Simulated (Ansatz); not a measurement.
Compare A (`[OH][AlH][SiH3]`) with its isomer B (`O[SiH2][AlH2]`).

Calculated with Ansatz (gas phase, PBE0-D4/def2-TZVP geometries, no zero-point term in ΔE). CBS: MP2 limit from def2 TZ/QZ plus the TZ coupled-cluster correction, frozen cores. Functionals use def2-TZVPP. B3LYP here is the variant with VWN-RPA as its local correlation; programs differ in this. Each species was taken in one conformer, which may not be the lowest.

Q: Which isomer does CCSD(T)/CBS put lower? Give the gap. (Estimate.)

A: Computed: A, by 17.6 kcal/mol.

Q: Give E(B) − E(A) in kcal/mol with B3LYP, B3LYP-D4, HF/def2-TZVPP, CCSD(T)/def2-SVP, ωB97M-V, PBE0-D4, BLYP-D4. (Best estimate.)

A: Ansatz gave: B3LYP 17.7, B3LYP-D4 17.5, HF/def2-TZVPP 15.1, CCSD(T)/def2-SVP 21.0, ωB97M-V 17.3, PBE0-D4 17.3, BLYP-D4 18.0. None reverses the order clearly.

Q: Does the order hold for the free energy at 298.15 K (harmonic terms from PBE0-D4)? (Best estimate.)

A: Computed: Yes: G(B) − G(A) = +17.6 kcal/mol, for one conformer each. Modes under 60 cm⁻¹, often nearly free rotors, make the harmonic entropy too high.

Largest T1 diagnostic: 0.014.

From PBE to PBE0 (25 % exact exchange), in def2-TZVPP and without D4, E(B) − E(A) moves by −0.7 kcal/mol. At CCSD(T), def2-SVP lies +3.4 kcal/mol from the extrapolated value and def2-TZVPP +0.3 kcal/mol.
